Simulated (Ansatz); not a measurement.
Reaction (formal exchange of groups at a C–Al bond): `C[CH2][AlH2]` + `CCSC` → `CCCSCC` + `[AlH3]`

Gas-phase electronic energies from Ansatz, PBE0-D4/def2-TZVP geometries. CCSD(T)/CBS is the MP2 limit (def2-TZVPP, def2-QZVPP) plus CCSD(T) − MP2 in def2-TZVPP, frozen cores. This one scheme is used for every species. Functionals use def2-TZVPP. B3LYP here is the variant with VWN-RPA as its local correlation; programs differ in this. HSE06 is defined as in plane-wave codes. One conformer a species, not always the lowest.

`C[CH2][AlH2]`:

Cartesian coordinates in Å:
```
C 0.083 0.649 -1.162
C -0.633 0.071 0.058
Al 0.473 -0.862 1.377
H -0.606 1.151 -1.847
H 0.598 -0.128 -1.733
H 0.843 1.380 -0.874
H -1.421 -0.629 -0.257
H -1.181 0.860 0.591
H -0.200 -1.480 2.679
H 2.045 -1.013 1.168
```

`CCSC`:

Z-matrix (Å, degrees):
```
C
C 1 1.516
H 1 1.092 2 111.5
H 1 1.094 2 110.5 3 119.5
H 1 1.091 2 110.8 3 -120.3
S 2 1.805 1 114.8 3 62.9
H 2 1.094 1 111.2 3 -60.8
H 2 1.093 1 110.6 3 -179.4
C 6 1.797 2 100.6 1 -68.9
H 9 1.092 6 111.0 2 -57.6
H 9 1.090 6 106.8 2 -175.7
H 9 1.091 6 112.1 2 65.7
```

`CCCSCC`:

Z-matrix (Å, degrees):
```
C
C 1 1.520
H 1 1.094 2 111.3
H 1 1.092 2 111.3 3 120.1
H 1 1.093 2 111.2 3 -119.8
C 2 1.518 1 112.0 3 59.6
H 2 1.095 1 109.4 3 -62.1
H 2 1.094 1 110.4 3 -178.8
S 6 1.804 2 115.3 1 176.6
H 6 1.094 2 110.8 1 -58.1
H 6 1.094 2 110.2 1 59.4
C 9 1.807 6 102.2 2 64.0
C 12 1.515 9 114.8 6 62.3
H 12 1.093 9 109.5 6 -63.7
H 12 1.093 9 103.6 6 -177.1
H 13 1.092 12 111.6 9 -64.9
H 13 1.092 12 110.9 9 55.5
H 13 1.094 12 110.5 9 175.8
```

`[AlH3]`:

Z-matrix (Å, degrees):
```
Al
H 1 1.586
H 1 1.586 2 120.0
H 1 1.586 2 120.0 3 -179.9
```

```
             level  ΔE (kJ/mol)  difference from CCSD(T)/CBS
       LDA (SPW92)         21.1                         -0.5
         revPBE-D4         22.7                          1.1
           BLYP-D4         25.6                          4.0
         r2SCAN-D4         27.4                          5.8
            B97M-V         17.0                         -4.6
           PBE0-D4         24.9                          3.3
          B3LYP-D4         24.7                          3.1
        r2SCAN0-D4         25.6                          4.0
          BHLYP-D4         22.4                          0.8
      CAM-B3LYP-D4         22.6                          1.0
           ωB97X-V         21.1                         -0.5
           ωB97M-V         24.4                          2.8
            B2PLYP         27.0                          5.4
          PBE-QIDH         23.4                          1.8
            revPBE         36.5                         14.9
              BLYP         35.4                         13.8
            r2SCAN         29.4                          7.8
              PBE0         29.4                          7.8
             B3LYP         32.0                         10.4
           r2SCANh         28.8                          7.2
           r2SCAN0         27.7                          6.1
             HSE06         29.5                          7.9
             BHLYP         27.1                          5.5
         CAM-B3LYP         27.1                          5.5
           LC-ωPBE         28.1                          6.5
RPA@PBE/def2-TZVPP         16.1                         -5.5
       HF/def2-SVP         17.5                         -4.1
      MP2/def2-SVP          8.9                        -12.7
     CCSD/def2-SVP         10.1                        -11.5
  CCSD(T)/def2-SVP          8.4                        -13.2
     HF/def2-TZVPP         22.4                          0.8
    MP2/def2-TZVPP         19.6                         -2.0
SCS-MP2/def2-TZVPP         19.1                         -2.5
   CCSD/def2-TZVPP         20.5                         -1.1
CCSD(T)/def2-TZVPP         19.7                         -1.9
     HF/def2-QZVPP         22.7                          1.1
    MP2/def2-QZVPP         20.8                         -0.8
SCS-MP2/def2-QZVPP         20.5                         -1.1
      HF/CBS(def2)         22.8                          1.2
     MP2/CBS(def2)         21.5                         -0.1
       CCSD(T)/CBS         21.6                            0
```

Largest T1 diagnostic among the species: 0.009.

From BLYP to BHLYP (50 % exact exchange), in def2-TZVPP and without D4, ΔE moves by −8.3 kJ/mol. The D4 term adds −7.3 kJ/mol with B3LYP and −4.5 kJ/mol with PBE0; it sums over pairs of atoms, weighted by their polarisabilities, and B3LYP, whose exchange is more repulsive, gets the larger term.
